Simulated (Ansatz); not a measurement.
Coupled-cluster diagnostics for SiS2⁻, Ansatz.

Geometry of the doublet (PBE-D4/def2-TZVPD):

```csv
atom,x (Å),y (Å),z (Å)
Si1,0.4185,-0.5287,-1.1368
S2,-1.1808,0.3825,0.1556
S3,0.7623,0.1462,0.9812
```

Correlated methods freeze 15 core orbitals. Another isomer (doublet) lies 1.52 eV lower at PBE0-D4/def2-TZVPD; other spin states weren't run for this one.

(1) Estimate the CCSD(T) correlation energy, the shares of MP2 and (T), T1 and the reference's ⟨S²⟩ for: charge -1, doublet, own geometry in def2-TZVPPD; and the rough time on 4 threads of Arm Neoverse V1 on a shared host.

Results:

(1) 
```
                           state        basis  correlation (eV)  MP2 share (%)  (T) share (%)     T1  ⟨S²⟩ (pure)  wall time
charge -1, doublet, own geometry  def2-TZVPPD           -13.832           87.9            5.8  0.019  0.78 (0.75)       10 s
```
Customary marks for T1 are 0.02 (closed shells), 0.045 (open shells) and about 0.05 (3d metals). T1 stays under 0.02 throughout.
